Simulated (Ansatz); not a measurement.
## Where CCSD(T) holds and where it slips

Each species is computed at the geometry given (Å), with frozen cores, in Ansatz 0.2.0: RHF-CCSD(T) for singlets, UHF-CCSD(T) otherwise, and full CI in the same basis. The program picks the determinant by trial CCSD, so it needn't be the lowest Hartree–Fock solution. States: HMgBe Σ⁺ or Δ, HAlNa A', H2Se A1. Cases whose determinant has another symmetry than full CI's state, or whose (Q) step broke down, weren't drawn. No relativity is included.

**Question.** Judging by size, spin and bonding and the diagnostics given, rank them by the size of CCSD(T)'s error in total energy against full CI in the same basis, smallest first (an estimate).
A. HAlNa, doublet, cc-pVDZ: Al 0.000 -0.121 1.304; Na 0.000 0.037 -1.668; H 0.000 2.377 3.140. T1 0.099, (T) -97 meV in a correlation energy of -1.98 eV
B. H2Se, singlet, cc-pVDZ: Se 0.000 -0.026 0.000; H 0.000 1.001 -1.048; H 0.000 1.001 1.048. T1 0.008, (T) -81 meV in a correlation energy of -4.15 eV
C. HMgBe, doublet, cc-pVDZ: Be 0.000 0.000 -2.788; Mg 0.000 0.000 -0.204; H 0.000 0.000 2.992. T1 0.094, (T) -79 meV in a correlation energy of -1.96 eV

**Answer.** B (16.7 meV), C (60.4 meV), A (115.6 meV).

```json
{"species": "H2Se, singlet", "basis": "cc-pVDZ", "correlated electrons": "8", "CCSD(T) − full CI (meV)": "16.7", "CCSDT(Q) − full CI (meV)": "0.7", "unpaired electrons (full CI)": "0.05", "T1": "0.008", "⟨S²⟩ of the determinant": "0.00"}
{"species": "HMgBe, doublet", "basis": "cc-pVDZ", "correlated electrons": "5", "CCSD(T) − full CI (meV)": "60.4", "CCSDT(Q) − full CI (meV)": "1.2", "unpaired electrons (full CI)": "1.42", "T1": "0.094", "⟨S²⟩ of the determinant": "1.40"}
{"species": "HAlNa, doublet", "basis": "cc-pVDZ", "correlated electrons": "5", "CCSD(T) − full CI (meV)": "115.6", "CCSDT(Q) − full CI (meV)": "1.7", "unpaired electrons (full CI)": "1.56", "T1": "0.099", "⟨S²⟩ of the determinant": "1.50"}
```

Unpaired electrons are Σ n²(2−n)² over natural occupations; an open shell counts its own unpaired electrons too. Frozen cores follow each run's orbitals, which moves totals by a few meV.
